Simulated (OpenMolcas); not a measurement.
# UX3LYP/aug-cc-pVTZ run of O2 (oxygen)

What is the vertical electron affinity of O2 (oxygen) at UX3LYP/aug-cc-pVTZ? 

The calculation is run with OpenMolcas 26.06.

## (1) The molecule

The species is O2 (2 atoms), meant as a triplet with charge 0. As SMILES, `O=O`. Geometry: relaxed at GFN2-xTB.

Bond lengths: O1–O2 1.210 Å.

## (2) A single-point energy at UX3LYP/aug-cc-pVTZ

job.inp reads:

```
&GATEWAY
 BASLIB=$CurrDir
 COORD
 2
 bohr
 O      0.97685613    -0.31603780     0.50313958
 O     -0.97685613     0.31603780    -0.50313958
 BASIS=aug-cc-pVTZ
 GROUP=NoSym

&SEWARD

&SCF
 UHF
 SPIN=3
 KSDFT=HYB_GGA_XC_X3LYP
 PRORBITALS=0
```

The basis set aug-cc-pVTZ is read from a file made from the Basis Set Exchange's data (not shown).

The run is started by

```console
$ export MOLCAS_MEM=1860
$ pymolcas job.inp > job.log
```

Standard output, shortened:

```text
--- Start Module: gateway ---
[...]
--- Stop Module: gateway /rc=_RC_ALL_IS_WELL_ ---
--- Start Module: seward ---
[...]
      Basis functions           92
--- Stop Module: seward /rc=_RC_ALL_IS_WELL_ ---
[...]
--- Start Module: scf ---
[...]
       Convergence after  12 Iterations
[...]
::    Total KS-DFT energy                            -150.3357828636
[...]
      Total spin, S                                     1.0033520554
[...]
      Total electronic charge=   16.000000
      Total            charge=   -0.000000
[...]
      Dipole Moment (debye):
      Origin of the operator (angstrom)=    0.0000    0.0000    0.0000
                   X= -1.3011E-12               Y=  4.2341E-13               Z= -6.5963E-13           Total=  1.5190E-12
      Quadrupole Moment (debye*angstrom):
[...]
--- Stop Module: scf /rc=_RC_ALL_IS_WELL_ ---
[...]
```

Wall time 9.6 s (1 thread of Intel Xeon Platinum 8488C (Sapphire Rapids), shared host); peak memory 0.5 GiB.

## (3) The doublet anion, same level

job.inp reads:

```
&GATEWAY
  BasLib=$CurrDir
  Coord
  2
  bohr
  O      0.97685613    -0.31603780     0.50313958
  O     -0.97685613     0.31603780    -0.50313958
  Basis=aug-cc-pVTZ
  Group=NoSym

&SEWARD

&SCF
  UHF
  Charge=-1
  Spin=2
  KSDFT=HYB_GGA_XC_X3LYP
  PrOrbitals=0
```

The basis set aug-cc-pVTZ is read from a file made from the Basis Set Exchange's data (not shown).

The run is started by

```console
$ export MOLCAS_MEM=1860
$ pymolcas job.inp > job.log
```

Standard output, shortened:

```text
--- Start Module: gateway ---
[...]
--- Stop Module: gateway /rc=_RC_ALL_IS_WELL_ ---
--- Start Module: seward ---
[...]
      Basis functions           92
--- Stop Module: seward /rc=_RC_ALL_IS_WELL_ ---
[...]
--- Start Module: scf ---
[...]
       Convergence after  22 Iterations
[...]
::    Total KS-DFT energy                            -150.3368049745
[...]
      Total spin, S                                     0.5031777813
[...]
      Total electronic charge=   17.000000
      Total            charge=   -1.000000
[...]
      Dipole Moment (debye):
      Origin of the operator (angstrom)=    0.0000    0.0000    0.0000
                   X=  2.6522E-12               Y= -1.3066E-12               Z=  1.3390E-12           Total=  3.2457E-12
      Center of Charge (angstrom)
[...]
--- Stop Module: scf /rc=_RC_ALL_IS_WELL_ ---
[...]
```

Wall time 15 s (1 thread of Intel Xeon Platinum 8488C (Sapphire Rapids), shared host); peak memory 0.5 GiB.

## (4) What came out

Level: UX3LYP/aug-cc-pVTZ.

```
                                         quantity          value
                         triplet O2: total energy  -150.33578 Eh
                        triplet O2: dipole moment         0.00 D
   triplet O2: HOMO energy (highest over α and β)       -8.86 eV
    triplet O2: LUMO energy (lowest over α and β)       -3.31 eV
                                 triplet O2: ⟨S²⟩          2.010
                      doublet anion: total energy  -150.33680 Eh
doublet anion: HOMO energy (highest over α and β)        2.93 eV
 doublet anion: LUMO energy (lowest over α and β)        5.69 eV
                              doublet anion: ⟨S²⟩          0.756
vertical electron affinity (to the doublet anion)       0.028 eV
```

In words: At fixed nuclei the extra electron is bound by 0.03 eV (0.6 kcal/mol). The HOMO (doublet anion) lies at positive energy, 2.93 eV; only total energies tell whether the electron is bound.
